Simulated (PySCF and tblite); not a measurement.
1,1,2,2-tetrafluoroethane, C₂H₂F₄, numbered as in [F:1][CH:2]([F:3])[CH:4]([F:5])[F:6].

Search: ETKDG and KDG, MMFF94s, GFN2-xTB, 90 starts; geometries at PBE0-D3(BJ)/def2-SVP. Energies: PBE0-D3(BJ)/def2-TZVP, with GFN2-xTB thermal terms (modes under about 100 cm⁻¹ blended into free rotors). Symmetry numbers and mirror images are counted. Conformers within 3 kcal/mol (GFN2-xTB free energy) were kept, 8 at most. GIAO shieldings: B3LYP/pcSseg-2. Shifts are against TMS (¹H), TMS (¹³C), CFCl3 (¹⁹F) at the same level. Programs: PySCF with density fitting and tblite.

Torsions listed: F1–C2–C4–F5.

| conformer | shape | weight % | dipole D |
| --- | --- | --- | --- |
| 1 | -62° | 100.0 | 0.00 |

(1) How does the computed dipole moment compare with the measured one in the gas phase?

Results:

(1) Computed: 0.00 D in the leading conformer, 0.00 D as root mean square over the ensemble. Measured: 0 D (NIST CCCBDB Release 22 (SRD 101), experimental dipoles).
